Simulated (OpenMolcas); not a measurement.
# singlet BH2O+, step by step

We compute the energy (UHF/STO-3G), then a single-point energy (CASSCF(2,2)/STO-3G), then a single-point energy (CASPT2(2,2)/STO-3G), then the energy (SC-NEVPT2(2,2)/STO-3G), then the energy (MRCI(2,2)/STO-3G) of singlet BH2O+. 

The calculation is run with OpenMolcas 26.06.

## (1) The molecule

BH2O+: 4 atoms, total charge +1, spin state singlet. As SMILES of the parent species, `B[O]`. The shape is that of a PBE0-D4/def2-TZVP optimisation. That shape belongs to the parent species and isn't relaxed for this state.

Bond lengths: B1–O2 1.281 Å, B1–H3 1.211 Å, B1–H4 1.211 Å. Angles: O2–B1–H3 119.9°, O2–B1–H4 119.9°, H3–B1–H4 120.2°.

## (2) The energy at UHF/STO-3G (run 1)

File step1.input:

```
* BH2O Hartree-Fock
&GATEWAY
BasLib=$CurrDir
Coord
4
angstrom
B       -0.001100      -0.010300      -0.015100
O        1.025300      -0.340800       0.676900
H       -1.052600      -0.587700       0.151600
H        0.083900       0.878500      -0.833600
Basis=STO-3G
Group=NoSym
&SEWARD
&SCF
UHF
Charge=1
Scramble=0.25
PrOrbitals=1 1
```

The basis set STO-3G is read from a file made from the Basis Set Exchange's data (not shown).

The run is started by

```
$ export MOLCAS_MEM=1860
$ pymolcas step1.input > step1.log
```

Standard output:

```text
--- Start Module: gateway ---
[...]
--- Stop Module: gateway /rc=_RC_ALL_IS_WELL_ ---
--- Start Module: seward ---
[...]
      Basis functions           12
--- Stop Module: seward /rc=_RC_ALL_IS_WELL_ ---
--- Start Module: scf ---
[...]
       Convergence after  42 Iterations
[...]
::    Total SCF energy                                -98.9917514518
[...]
      Total spin, S                                     0.4901532575
[...]
      Total electronic charge=   14.000000
      Total            charge=    1.000000
[...]
      Dipole Moment (debye):
      Origin of the operator (angstrom)=    0.5311   -0.1816    0.3437
                   X= -1.3734E+00               Y=  4.4239E-01               Z= -9.2636E-01           Total=  1.7146E+00
      Center of Charge (angstrom)
[...]
--- Stop Module: scf /rc=_RC_ALL_IS_WELL_ ---
[...]
```

Wall time 2 s (1 thread of Arm Neoverse V2, shared host); peak memory 0.36 GiB.

## (3) The energy at CASSCF(2,2)/STO-3G (run 2)

File step2.inp:

```
>>> EXPORT MOLCAS_PRINT=2

&gateway
  baslib
  $CurrDir
  coord
  4
  angstrom
  B       -0.001100      -0.010300      -0.015100
  O        1.025300      -0.340800       0.676900
  H       -1.052600      -0.587700       0.151600
  H        0.083900       0.878500      -0.833600
  basis
  STO-3G
  group
  NoSym

&seward

&rasscf
  fileorb
  $CurrDir/step1.UnaOrb
  spin
  1
  nactel
  2 0 0
  inactive
  6
  ras2
  2
  orblisting
  Nothing
```

The basis set STO-3G is read from a file made from the Basis Set Exchange's data (not shown).

The run is started by

```
$ export MOLCAS_MEM=1860
$ pymolcas step2.inp > step2.log
```

Standard output:

```text
--- Start Module: gateway ---
[...]
--- Stop Module: gateway /rc=_RC_ALL_IS_WELL_ ---
--- Start Module: seward ---
[...]
      Basis functions           12
--- Stop Module: seward /rc=_RC_ALL_IS_WELL_ ---
--- Start Module: rasscf ---
[...]
      Number of active orbitals                  2
[...]
      Spin quantum number                      0.0
[...]
      Active orbitals                            2
[...]
      Number of CSFs                             3
[...]
      Number of root(s) required                 1
[...]
      Convergence after 32 iterations
[...]
      printout of CI-coefficients larger than  0.05 for root  1
      energy=     -99.010377
      conf/sym  11     Coeff  Weight
             1  20   0.95837 0.91846
             3  02  -0.28555 0.08154
      Natural orbitals and occupation numbers for root  1
      sym 1:   1.836927   0.163073
      ************************************************************************************************************************
      *                                                    Final results                                                     *
[...]
::    RASSCF root number  1 Total energy:    -99.01037721
[...]
      Total electronic charge=   14.000000
      Total            charge=    1.000000
[...]
      Dipole Moment (debye):
      Origin of the operator (angstrom)=    0.5311   -0.1816    0.3437
                   X= -2.8794E+00               Y=  9.2830E-01               Z= -1.9424E+00           Total=  3.5952E+00
      Center of Charge (angstrom)
[...]
--- Stop Module: rasscf /rc=_RC_ALL_IS_WELL_ ---
[...]
```

It took 1.8 s on 1 thread of Arm Neoverse V2, shared host; peak memory 0.37 GiB.

## (4) The energy at CASPT2(2,2)/STO-3G (run 3)

File step3.input:

```
&GATEWAY
  BasLib=$CurrDir
  Coord
  4
  angstrom
  B       -0.001100      -0.010300      -0.015100
  O        1.025300      -0.340800       0.676900
  H       -1.052600      -0.587700       0.151600
  H        0.083900       0.878500      -0.833600
  Basis=STO-3G
  Group=NoSym

&SEWARD

&RASSCF
  FileOrb=$CurrDir/step2.RasOrb
  Spin=1
  Nactel=2 0 0
  Inactive=6
  Ras2=2
  OrbListing=Nothing

&CASPT2
  Imaginary=0.1
  Frozen=2
```

The basis set STO-3G is read from a file made from the Basis Set Exchange's data (not shown).

The run is started by

```
$ export MOLCAS_MEM=1860
$ pymolcas step3.input > step3.log
```

Standard output:

```text
--- Start Module: gateway ---
[...]
--- Stop Module: gateway /rc=_RC_ALL_IS_WELL_ ---
[...]
      Basis functions           12
[...]
--- Start Module: rasscf ---
[...]
      Number of active orbitals                  2
[...]
      Spin quantum number                      0.0
[...]
      Active orbitals                            2
[...]
      Number of CSFs                             3
[...]
      Number of root(s) required                 1
[...]
      Convergence after  4 iterations
[...]
      printout of CI-coefficients larger than  0.05 for root  1
      energy=     -99.010377
      conf/sym  11     Coeff  Weight
             1  20   0.95835 0.91844
             3  02  -0.28559 0.08156
      Natural orbitals and occupation numbers for root  1
      sym 1:   1.836878   0.163122
      ************************************************************************************************************************
      *                                                    Final results                                                     *
[...]
::    RASSCF root number  1 Total energy:    -99.01037722
[...]
      Total electronic charge=   14.000000
      Total            charge=    1.000000
[...]
      Dipole Moment (debye):
      Origin of the operator (angstrom)=    0.5311   -0.1816    0.3437
                   X= -2.8793E+00               Y=  9.2827E-01               Z= -1.9423E+00           Total=  3.5951E+00
      Center of Charge (angstrom)
[...]
--- Stop Module: rasscf /rc=_RC_ALL_IS_WELL_ ---
--- Start Module: caspt2 ---
[...]
      E2 (Variational):          -0.0857184273
      Total energy:             -99.0960956507
[...]
      Reference weight:           0.95709
[...]
::    CASPT2 Root  1     Total energy:    -99.09609565
[...]
--- Stop Module: caspt2 /rc=_RC_ALL_IS_WELL_ ---
[...]
```

Wall time 1.4 s (1 thread of Arm Neoverse V2, shared host); peak memory 0.37 GiB.

## (5) The energy at SC-NEVPT2(2,2)/STO-3G (run 4)

File step4.input:

```
&GATEWAY
 BasLib = $CurrDir
 Coord
 4
 angstrom
 B       -0.001100      -0.010300      -0.015100
 O        1.025300      -0.340800       0.676900
 H       -1.052600      -0.587700       0.151600
 H        0.083900       0.878500      -0.833600
 Basis = STO-3G
 Group = NoSym

&SEWARD

&RASSCF
 FileOrb = $CurrDir/step2.RasOrb
 Spin = 1
 Nactel = 2 0 0
 Inactive = 6
 Ras2 = 2
 OrbListing = Nothing

&CASPT2
 SC-NEVPT2
 Frozen = 2
```

The basis set STO-3G is read from a file made from the Basis Set Exchange's data (not shown).

The run is started by

```
$ export MOLCAS_MEM=1860
$ pymolcas step4.input > step4.log
```

Standard output:

```text
--- Start Module: gateway ---
[...]
--- Stop Module: gateway /rc=_RC_ALL_IS_WELL_ ---
[...]
      Basis functions           12
[...]
--- Start Module: rasscf ---
[...]
      Number of active orbitals                  2
[...]
      Spin quantum number                      0.0
[...]
      Active orbitals                            2
[...]
      Number of CSFs                             3
[...]
      Number of root(s) required                 1
[...]
      Convergence after  4 iterations
[...]
      printout of CI-coefficients larger than  0.05 for root  1
      energy=     -99.010377
      conf/sym  11     Coeff  Weight
             1  20   0.95835 0.91844
             3  02  -0.28559 0.08156
      Natural orbitals and occupation numbers for root  1
      sym 1:   1.836878   0.163122
      ************************************************************************************************************************
      *                                                    Final results                                                     *
[...]
::    RASSCF root number  1 Total energy:    -99.01037722
[...]
      Total electronic charge=   14.000000
      Total            charge=    1.000000
[...]
      Dipole Moment (debye):
      Origin of the operator (angstrom)=    0.5311   -0.1816    0.3437
                   X= -2.8793E+00               Y=  9.2827E-01               Z= -1.9423E+00           Total=  3.5951E+00
      Center of Charge (angstrom)
[...]
--- Stop Module: rasscf /rc=_RC_ALL_IS_WELL_ ---
--- Start Module: caspt2 ---
[...]
      E2 (Variational):          -0.0882735170
[...]
      E2 (Variational):          -0.0881170311
      Total energy:             -99.0984942545
[...]
      Reference weight:           0.95337
[...]
::    SC-NEVPT2 Root  1     Total energy:    -99.09849425
[...]
--- Stop Module: caspt2 /rc=_RC_ALL_IS_WELL_ ---
[...]
```

It took 1.4 s on 1 thread of Arm Neoverse V2, shared host; peak memory 0.37 GiB.

## (6) A single-point energy at MRCI(2,2)/STO-3G (run 5)

File step5.inp:

```
&GATEWAY
 BASLIB = $CurrDir
 COORD
 4
 angstrom
 B       -0.001100      -0.010300      -0.015100
 O        1.025300      -0.340800       0.676900
 H       -1.052600      -0.587700       0.151600
 H        0.083900       0.878500      -0.833600
 BASIS = STO-3G
 GROUP = NoSym

&SEWARD

&RASSCF
 FILEORB = $CurrDir/step2.RasOrb
 SPIN = 1
 NACTEL = 2 0 0
 INACTIVE = 6
 RAS2 = 2
 ORBLISTING = Nothing

&MOTRA
 LUMORB
 FROZEN = 2

&GUGA
 ELECTRONS = 10
 SPIN = 1
 INACTIVE = 4
 ACTIVE = 2
 CIALL = 1

&MRCI
 SDCI
```

The basis set STO-3G is read from a file made from the Basis Set Exchange's data (not shown).

The run is started by

```
$ export MOLCAS_MEM=1860
$ pymolcas step5.inp > step5.log
```

Standard output:

```text
--- Start Module: gateway ---
[...]
--- Stop Module: gateway /rc=_RC_ALL_IS_WELL_ ---
[...]
      Basis functions           12
[...]
      Number of active orbitals                  2
[...]
      Spin quantum number                      0.0
[...]
      Active orbitals                            2
[...]
      Number of CSFs                             3
[...]
      Number of root(s) required                 1
[...]
      Convergence after  4 iterations
[...]
      printout of CI-coefficients larger than  0.05 for root  1
      energy=     -99.010377
      conf/sym  11     Coeff  Weight
             1  20   0.95835 0.91844
             3  02  -0.28559 0.08156
      Natural orbitals and occupation numbers for root  1
      sym 1:   1.836878   0.163122
      ************************************************************************************************************************
      *                                                    Final results                                                     *
[...]
::    RASSCF root number  1 Total energy:    -99.01037722
[...]
      Dipole Moment (debye):
      Origin of the operator (angstrom)=    0.5311   -0.1816    0.3437
                   X= -2.8793E+00               Y=  9.2827E-01               Z= -1.9423E+00           Total=  3.5951E+00
      Center of Charge (angstrom)
[...]
--- Start Module: guga ---
[...]
--- Stop Module: guga /rc=_RC_ALL_IS_WELL_ ---
[...]
       (But an ACPF correction will be computed)
       USE THE DEFAULT ACPF G-VALUE GFAC=  0.20000000000000001
[...]
                      CI ENERGY:   -99.11769646
[...]
                ACPF CORRECTION:    -0.00759014
[...]
      Total electronic charge=   14.000000
      Total            charge=    1.000000
[...]
     ACPF CORRECTION:     -0.00759014
[...]
  CI State   1     Total energy:    -99.11769646     QDav:     -0.00965845     QACPF:     -0.00759014
[...]
```

It took 1.5 s on 1 thread of Arm Neoverse V2, shared host; peak memory 0.37 GiB.

## (7) Summary of results

| quantity | value |
| --- | --- |
| run 1, UHF/STO-3G: total energy | -98.99175 Eh |
| run 1, UHF/STO-3G: HOMO energy | -22.57 eV |
| run 1, UHF/STO-3G: LUMO energy | -8.53 eV |
| run 1, UHF/STO-3G: HOMO–LUMO gap | 14.05 eV |
| run 1, UHF/STO-3G: ⟨S²⟩ | 0.730 |
| run 2, CASSCF(2,2)/STO-3G: total energy | -99.01038 Eh |
| run 3, CASPT2(2,2)/STO-3G: total energy | -99.09610 Eh |
| run 4, SC-NEVPT2(2,2)/STO-3G: total energy | -99.09849 Eh |
| run 5, MRCI(2,2)/STO-3G: total energy | -99.11770 Eh |

**Reading.** ⟨S²⟩ (run 1, UHF/STO-3G) is 0.73 where a pure singlet has 0.00: the reference is spin-contaminated. Mulliken charges (run 1, UHF/STO-3G) run from +0.18 on H3 to +0.36 on B1; they depend strongly on the basis. Mulliken charges (run 2, CASSCF(2,2)/STO-3G) run from +0.10 on O2 to +0.37 on B1; they depend strongly on the basis. Mulliken charges (run 3, CASPT2(2,2)/STO-3G) of the CASSCF density run from +0.10 on O2 to +0.37 on B1; they depend strongly on the basis. Mulliken charges (run 4, SC-NEVPT2(2,2)/STO-3G) of the CASSCF density run from +0.10 on O2 to +0.37 on B1; they depend strongly on the basis. Mulliken charges (run 5, MRCI(2,2)/STO-3G) of the CASSCF density run from +0.10 on O2 to +0.37 on B1.
